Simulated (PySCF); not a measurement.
C5H8N (doublet state).
Geometry (PBE0-D3(BJ)/def2-SVP, Å), atoms numbered from 1 in this order:
```
atom  x, y, z in Å
C1    -1.0177    1.1079    0.6228
C2    -0.3526    0.3060   -0.4427
C3    -0.8510   -1.1341   -0.4812
C4     1.1917    0.3617   -0.3097
C5     1.6796   -0.2438    0.9241
N6     2.0421   -0.7364    1.9067
H7    -1.3689    0.6291    1.5406
H8    -1.0204    2.1998    0.5781
H9    -0.5636    0.7802   -1.4189
H10   -0.3804   -1.7011   -1.2990
H11   -1.9403   -1.1642   -0.6283
H12   -0.6230   -1.6528    0.4638
H13    1.5396    1.4066   -0.3412
H14    1.6638   -0.1598   -1.1593
```

The hyperfine couplings belong to this conformer and change with its torsions.

Identity: `[CH2][C@H](C)CC#N` [radical].

Level of theory: UKS B3LYP, IGLO-III on C N, pcH-1 on H, non-relativistic, mean-field spin-orbit, GIAO (PySCF 2.14.0). The structure is a single PBE0-D3(BJ)/def2-SVP conformer in the gas phase; no vibrational or solvent corrections. The SCF solution wasn't tested for stability.

**Question.** What are g_iso and the isotropic 13C coupling of C1?

**Answer.** g_iso = 2.00257 and a = +94.72 MHz, or +3.379 mT (Mulliken spin population +1.10). 13C makes up about 1.07 % of the natural element, so this concerns labelled samples or satellites.

**Question.** Take this nucleus alone (I = 1/2, g_N = 1.4048) with S = 1/2. Where do its 2 lines fall at 9.313 GHz to first order, to second order and exactly?

**Answer.** B0 = hν/(g μB) = 332.270 mT and a/B0 = 0.0102. B(1) = B0 − a·mI, B(2) = B(1) − a²[I(I+1) − mI²]/(2B0); the exact values solve the Breit–Rabi equation, nuclear Zeeman term included.

```json
{"mI": "−1/2", "first order (mT)": "333.960", "second order (mT)": "333.951", "exact (mT)": "333.951", "exact − first order": "-0.009"}
{"mI": "+1/2", "first order (mT)": "330.580", "second order (mT)": "330.572", "exact (mT)": "330.572", "exact − first order": "-0.009"}
```

**Question.** What levels remain at zero field?

**Answer.** F = I ± 1/2 = 1 and 0, at a·I/2 = +23.7 MHz and −a(I+1)/2 = -71.0 MHz, that is |a|(I + 1/2) = 94.7 MHz apart; F = 0 lies lower.

Other couplings of abundant isotopes, left aside here: 2 × 1H 63 MHz, 1 × 1H 49 MHz, 1 × 1H 15 MHz, 1 × 1H 2 MHz.

Class means assume fast exchange of nuclei equivalent by connectivity; if that motion is slow, each nucleus keeps its own coupling.
